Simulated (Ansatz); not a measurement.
Ansatz (a program for electronic structure) input:

Ansatz 0.2 input:
```yaml
crystal:
  periodic: [false, false, false]
  atoms:
    - {symbol: H, position_ang: [0.01080765, 0.00133789, 2.13941862]}
    - {symbol: N, position_ang: [0.00146470, 0.00220105, 1.13340010]}
    - {symbol: C, position_ang: [-0.00033909, 1.11107775, 0.34868218]}
    - {symbol: C, position_ang: [-0.01258012, -1.10564224, 0.34732802]}
    - {symbol: C, position_ang: [-0.01568610, 0.70815698, -0.95775893]}
    - {symbol: C, position_ang: [-0.02337104, -0.70099053, -0.95866473]}
    - {symbol: H, position_ang: [0.00930950, 2.09608566, 0.77213571]}
    - {symbol: H, position_ang: [-0.01379654, -2.09119191, 0.76963831]}
    - {symbol: H, position_ang: [-0.02099006, 1.34528065, -1.81990794]}
    - {symbol: H, position_ang: [-0.03558673, -1.33693000, -1.82153953]}
basis:
  gaussian:
    orbitals: def2-TZVP
hamiltonian:
  xc: b3lyp
  dispersion: d3bj
relax: {f_tol: 0.002, max_steps: 150}
```

### Question
Which total energy does the run end on?

### Answer
-210.26657 Eh (B3LYP-D3(BJ)/def2-TZVP). The basis has 185 functions. The run takes very roughly 40 core-seconds.
